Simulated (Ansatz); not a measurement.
**CCSD(T) forces**

CHOSi (SMILES O=C=[SiH+]) (charge +1), singlet, at a frame of a short PBE0-D4/def2-SVP trajectory.

O1  (-0.601, 0.034, 1.823)
C2  (-0.328, -0.152, 0.770)
Si3  (0.598, 0.625, -0.856)
H4  (0.233, -0.581, -1.612)
(Å)

Ansatz 0.2.0; basis: def2-TZVPP; cores frozen in the correlated methods.

CCSD(T) forces from the calculation:
```
atom      Fx      Fy  Fz (eV/Å)
  O1  -1.064  -0.138      2.897
  C2   0.795   0.213     -1.998
 Si3   0.361   0.342     -0.527
  H4  -0.092  -0.417     -0.372
```

(1) Which atom feels the largest CCSD(T) force, and how large is it?

The T1 diagnostic stays at or below 0.018. The restricted Hartree–Fock reference is unstable towards an unrestricted one here. These are differences at one structure, and CCSD(T) in triple zeta is itself an approximation.

Answers

(1) O1, 3.09 eV/Å, along (-0.34, -0.04, 0.94).

Root-mean-square difference of the force components from those of CCSD(T): PBE-D4 0.452; r2SCAN-D4 0.247; PBE0-D4 0.471; wB97M-V 0.562 eV/Å.

For scale, one of the runs: CCSD(T)/def2-TZVPP forces, 118 basis functions, launched by `ansatz run in.yaml --threads 2 --pin off --events-out ev --progress --plain --max-ram 3481MiB`. Hardware: 2 CPU threads of an Arm Neoverse V2, shared host. Wall time 15 s; peak host memory 0.75 GiB.
